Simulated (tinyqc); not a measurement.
Worked calculation: MP2 on RHF in the sto-3g basis, for OH-, spin multiplicity 1. The basis has no diffuse functions, so it cannot describe the extra electron: this is an exercise in the method, not the real anion. One step of it, computed by the program tinyqc.

Question. Second-order Moller-Plesset energy. E2 = sum_ijab (ia|jb) [2 (ia|jb) - (ib|ja)] / (e_i + e_j - e_a - e_b) over occupied i, j and virtual a, b; the opposite-spin part is (ia|jb)^2 / denominator, the rest is same-spin, and SCS-MP2 scales them by 6/5 and 1/3.

orbital energies (hartree): [-19.333759, -0.632480, 0.079401, 0.267934, 0.267934, 1.414285]

Two-electron integrals over orbitals (pq|rs), unique and non-zero (hartree):
```
(11|11) 4.743366    (21|11) -0.407991   (21|21) 0.055587    (22|11) 0.985827
(22|21) -0.011710   (22|22) 0.741780    (31|11) -0.228661   (31|21) 0.028498
(31|22) -0.017342   (31|31) 0.027963    (32|11) 0.168785    (32|21) -0.010347
(32|22) -0.019164   (32|31) 0.011729    (32|32) 0.143896    (33|11) 0.931050
(33|21) -0.012227   (33|22) 0.665654    (33|31) 0.005382    (33|32) 0.064611
(33|33) 0.730780    (41|41) 0.026091    (42|41) 0.031621    (42|42) 0.137684
(43|41) 0.016677    (43|42) 0.057614    (43|43) 0.059809    (44|11) 1.115314
(44|21) -0.011813   (44|22) 0.738222    (44|31) -0.006530   (44|32) 0.087838
(44|33) 0.698379    (44|44) 0.880159    (51|51) 0.026091    (52|51) 0.031621
(52|52) 0.137684    (53|51) 0.016677    (53|52) 0.057614    (53|53) 0.059809
(54|54) 0.047444    (55|11) 1.115314    (55|21) -0.011813   (55|22) 0.738222
(55|31) -0.006530   (55|32) 0.087838    (55|33) 0.698379    (55|44) 0.785270
(55|55) 0.880159    (61|11) 0.199268    (61|21) -0.030658   (61|22) -0.005676
(61|31) -0.000259   (61|32) 0.023553    (61|33) 0.019460    (61|44) 0.005102
(61|55) 0.005102    (61|61) 0.034912    (62|11) -0.275647   (62|21) 0.004837
(62|22) -0.120477   (62|31) 0.017962    (62|32) -0.003892   (62|33) -0.035601
(62|44) -0.140243   (62|55) -0.140243   (62|61) 0.014263    (62|62) 0.112659
(63|11) 0.233989    (63|21) -0.004431   (63|22) 0.054489    (63|31) 0.005018
(63|32) 0.104754    (63|33) 0.100351    (63|44) 0.122439    (63|55) 0.122439
(63|61) 0.010610    (63|62) -0.052369   (63|63) 0.129919    (64|41) -0.013128
(64|42) -0.049896   (64|43) -0.000016   (64|64) 0.039836    (65|51) -0.013128
(65|52) -0.049896   (65|53) -0.000016   (65|65) 0.039836    (66|11) 0.950499
(66|21) -0.009636   (66|22) 0.701516    (66|31) -0.019767   (66|32) -0.054473
(66|33) 0.647672    (66|44) 0.664412    (66|55) 0.664412    (66|61) -0.011307
(66|62) -0.086994   (66|63) 0.017294    (66|66) 0.730009
```

Hartree-Fock energy = -74.00158441 hartree

Give: Terms; Pair energies; MP2 correlation energy; SCS-MP2 correlation energy; MP2 total energy.

Answer.

Terms:
```
i  j  a  b  (ia|jb)  (ib|ja)  denominator       term
3  3  6  6    0.130    0.130       -2.670     -0.006
2  2  6  6    0.113    0.113       -4.094  -3.10e-03
2  3  6  6   -0.052   -0.052       -3.382  -8.11e-04
3  2  6  6   -0.052   -0.052       -3.382  -8.11e-04
5  5  6  6    0.040    0.040       -2.293  -6.92e-04
4  4  6  6    0.040    0.040       -2.293  -6.92e-04
1  1  6  6    0.035    0.035      -41.496  -2.94e-05
1  2  6  6    0.014    0.014      -22.795  -8.92e-06
2  1  6  6    0.014    0.014      -22.795  -8.92e-06
1  3  6  6    0.011    0.011      -22.083  -5.10e-06
3  1  6  6    0.011    0.011      -22.083  -5.10e-06
```

Pair energies (hartree; pair i-j sums ij and ji):
```
pair  opposite spin  same spin
1-1       -2.94e-05      0.000
2-1       -1.78e-05      0.000
2-2       -3.10e-03      0.000
3-1       -1.02e-05      0.000
3-2       -1.62e-03      0.000
3-3          -0.006      0.000
4-4       -6.92e-04      0.000
5-5       -6.92e-04      0.000
```

MP2 correlation energy = -0.01249 hartree

SCS-MP2 correlation energy = -0.01498 hartree

MP2 total energy = -74.01407 hartree
